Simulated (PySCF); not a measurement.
Species, as SMILES: FB(F)F.
Geometry (B3LYP-D3(BJ)/def2-TZVP, fixed):
```
B
F 1 1.3156
F 1 1.3156 2 120.00
F 1 1.3156 2 120.00 3 -180.00
```

Basis-set convergence of the mean static polarisability at PBE with PySCF. All functions are spherical. Density fitting with generated auxiliary sets. No added dispersion term, no relativity. Reference: the value in d-aug-cc-pVTZ, 17.37 bohr³, itself unsure by roughly 0.6 % (its mean distance from aug-cc-pVQZ, aug-pcseg-2, aug-cc-pVTZ). Deviations are taken from unrounded values. Cost is core time over that of def2-SVP, rough, on shared machines of one kind; a dash marks a row that isn't timed (too short, read off another run, short of memory, by another algorithm or on other hardware).

| basis | functions | mean static polarisability (bohr³) | minus reference (%) | cost |
|---|---|---|---|---|
| STO-3G | 20 | 6.35 | -63.4 | - |
| 3-21G | 36 | 9.36 | -46.1 | - |
| def2-SVP | 56 | 11.51 | -33.8 | 1× |
| aug-pcseg-1 | 92 | 17.22 | -0.9 | 2× |
| pcseg-2 | 120 | 14.74 | -15.1 | 3× |
| 6-311++G(3df,3pd) | 156 | 16.88 | -2.9 | 4× |
| aug-cc-pVTZ | 184 | 17.24 | -0.8 | 6× |
| aug-pcseg-2 | 184 | 17.26 | -0.6 | 7× |
| def2-QZVPP | 228 | 16.38 | -5.7 | 9× |
